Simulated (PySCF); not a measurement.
**Bonding in `CCCNC=O`**

Species: C4H9NO.
Numbering: `[CH3:1][CH2:2][CH2:3][NH:4][CH:5]=[O:6]` (hydrogens: H7, H8, H9 on C1; H10, H11 on C2; H12, H13 on C3; H14 on N4; H15 on C5)

Structure used (PBE0-D3(BJ)/def2-SVP), in Å, numbered top down from 1:
```xyz
15
C4H9NO angstrom
C     -1.7496   -0.2934    0.5488
C     -0.9448    0.3974   -0.5390
C      0.3475   -0.3290   -0.8990
N      1.2800   -0.4386    0.2035
C      2.0683    0.5948    0.5845
O      2.0955    1.6794    0.0490
H     -1.1742   -0.3627    1.4856
H     -2.6764    0.2549    0.7743
H     -2.0337   -1.3174    0.2539
H     -0.6825    1.4225   -0.2318
H     -1.5486    0.4945   -1.4570
H      0.8540    0.2059   -1.7172
H      0.1282   -1.3484   -1.2557
H      1.3209   -1.2932    0.7420
H      2.7153    0.3334    1.4581
```

Bond orders from the PBE0/pcSseg-1 density (PySCF). One conformer (not necessarily the lowest) at the PBE0-D3(BJ)/def2-SVP geometry, without solvent, vibrations or thermal averaging.

Q: Where do the orders between heavy atoms depart from those drawn in the SMILES?

A: The largest departure is 0.192, at N4–C5 (drawn single, 1.192). Drawn single, order above 1.12: N4–C5 (1.192).

Q: Set the Mayer orders of the bonds beside their lengths.

A: 
```tsv
bond	drawn as	length (Å)	Mayer order
C1–C2	single	1.519	1.042
C2–C3	single	1.526	1.033
C3–N4	single	1.448	0.917
N4–C5	single	1.354	1.192
C5–O6	double	1.210	1.895
C1–H7	single	1.102	0.964
C1–H8	single	1.100	0.970
C1–H9	single	1.103	0.966
C2–H10	single	1.102	0.943
C2–H11	single	1.103	0.952
C3–H12	single	1.101	0.948
C3–H13	single	1.102	0.953
N4–H14	single	1.011	0.929
C5–H15	single	1.118	0.932
```

Bonds between the same two heavy elements. C–C: all 2 within 0.02 of one another (1.033 to 1.042). C–N: lowest C3–N4 (0.917, 1.448 Å), highest N4–C5 (1.192, 1.354 Å).

Q: Sum the orders of all bonds at each heavy atom with more than one neighbour and set the sums beside the valence in the SMILES.

A: C1 3.942 (drawn 4), C2 3.970 (drawn 4), C3 3.851 (drawn 4), N4 3.038 (drawn 3), C5 4.019 (drawn 4). Orders between atoms that aren't bonded are not in these sums.

For a closed shell the Mayer order of atoms A and B is Σ (PS)μν (PS)νμ over the basis functions μ on A and ν on B, with P the density and S the overlap matrix.
